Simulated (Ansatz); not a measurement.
`C=COC=C`. Total charge 0; spin multiplicity 1.

| atom | x (Å) | y (Å) | z (Å) |
| --- | --- | --- | --- |
| C1 | 1.877 | 0.026 | 0.174 |
| C2 | 0.968 | 0.894 | 0.597 |
| O3 | -0.379 | 0.795 | 0.475 |
| C4 | -0.877 | -0.086 | -0.434 |
| C5 | -2.040 | -0.690 | -0.254 |
| H6 | 1.622 | -0.908 | -0.309 |
| H7 | 2.922 | 0.246 | 0.335 |
| H8 | 1.230 | 1.806 | 1.120 |
| H9 | -0.271 | -0.206 | -1.328 |
| H10 | -2.612 | -0.554 | 0.655 |
| H11 | -2.439 | -1.323 | -1.033 |

Give the diagnostics of a CCSD(T)/def2-TZVPP run (frozen core, the Gaussian-basis code of Ansatz). (An estimate is asked.)

Computed: T1 = 0.0130, largest single amplitude 0.016, largest double 0.053, (T) share of the correlation energy 4.3 %, 9 CCSD cycles. The RHF solution is stable towards an unrestricted one. T1 lies under the customary mark of 0.02 for closed shells.
